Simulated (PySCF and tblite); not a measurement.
The numbers below are computed, except where a source is named.
C4H6O2, numbered as in [CH3:1][O:2]/[CH:3]=[CH:4]\[CH:5]=[O:6].

Search: ETKDG and KDG, MMFF94s, GFN2-xTB, 90 starts; geometries at GFN2-xTB. Free energies are PBE0-D3(BJ)/pcSseg-1 single points with GFN2-xTB rigid-rotor and vibrational terms (modes under about 100 cm⁻¹ blended into free rotors). Symmetry numbers and mirror images are counted. Conformers within 2.5 kcal/mol (GFN2-xTB free energy) were kept, 6 at most. GIAO shieldings: PBE0/pcSseg-1. Shifts are against TMS (¹H), TMS (¹³C) at the same level. (PySCF 2.14, tblite 0.8.)

Torsions listed: C1–O2–C3–C4, C3–C4–C5–O6. Of a mirror pair one member is shown.

```json
{"conformer": "1", "shape": "-179°, 180°", "symmetry": "Cs", "E(GFN2) kcal/mol": "0.00", "E(DFT) kcal/mol": "0.00"}
{"conformer": "2", "shape": "7°, 23°", "symmetry": "C1 (pair)", "E(GFN2) kcal/mol": "0.52", "E(DFT) kcal/mol": "1.78"}
{"conformer": "3", "shape": "180°, 0°", "symmetry": "Cs", "E(GFN2) kcal/mol": "2.14", "E(DFT) kcal/mol": "2.75"}
{"conformer": "4", "shape": "0°, 180°", "symmetry": "Cs", "E(GFN2) kcal/mol": "1.57", "E(DFT) kcal/mol": "1.85"}
```

**Question.** How much do the weights at 298.15 K and the averaged shift of H5 depend on how the conformers are weighted?

**Answer.** 
```csv
weighting,1 (%),2 (%),3 (%),4 (%),δ (ppm),rms dipole (D)
"DFT energy with thermal terms, symmetry and mirror images (full scheme)",95,2,1,1,10.35,5.86
DFT energy with symmetry and mirror images,87,9,1,4,10.30,5.65
bare DFT energy,91,5,1,4,10.33,5.76
GFN2-xTB energy with symmetry and mirror images,52,43,1,4,10.01,4.62
GFN2-xTB free energy,80,16,3,2,10.23,5.47
leading conformer alone,100,0,0,0,10.38,5.96
equal weights,25,25,25,25,9.98,4.35
"full scheme, search stopped after three starts",99,0,1,0,10.37,5.94
```

The largest departure from the full scheme, 0.37 ppm, comes with: equal weights.


Conformer gaps in pcSseg-1 on xTB geometries can be 2 kcal/mol off for S=O, P=O and other polar bonds.